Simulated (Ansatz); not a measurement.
C₂H₂FNO₂, SMILES `OC1=NC(F)O1`. The species carries charge 0 and has multiplicity 1.

Cartesian coordinates in Å:
```
O 0.183 1.434 1.357
C 0.061 0.512 0.443
N -0.777 0.296 -0.507
C -0.002 -0.913 -0.677
F 0.647 -1.032 -1.833
O 0.919 -0.521 0.405
H -0.531 2.074 1.240
H -0.499 -1.851 -0.427
```

(1) What are the harmonic wavenumbers in cm⁻¹ at PBE0-D4/def2-TZVP (Ansatz, finite differences of forces, unscaled)? (An estimate is asked.)

(2) Is this a minimum?

(3) Give the ideal-gas thermochemistry at 298.15 K and 1 bar (rigid rotor, harmonic oscillator; point group C1, symmetry number 1).

(4) Rotational constants (cm⁻¹)?

Results:

(1) The calculation gave: 174, 371, 480, 541, 555, 754, 786, 890, 1055, 1099, 1161, 1222, 1234, 1381, 1554, 1756, 3137, 3816.

(2) Yes, all 18 modes are real.

(3) Zero-point energy 131.4 kJ/mol; H(298) − E = 146.3 kJ/mol; entropy 298.8 J/(mol·K), of which translation 165.1, rotation 107.8, vibration 25.9; G(298) − E = 57.2 kJ/mol.

(4) 0.3909, 0.09397, 0.0829.
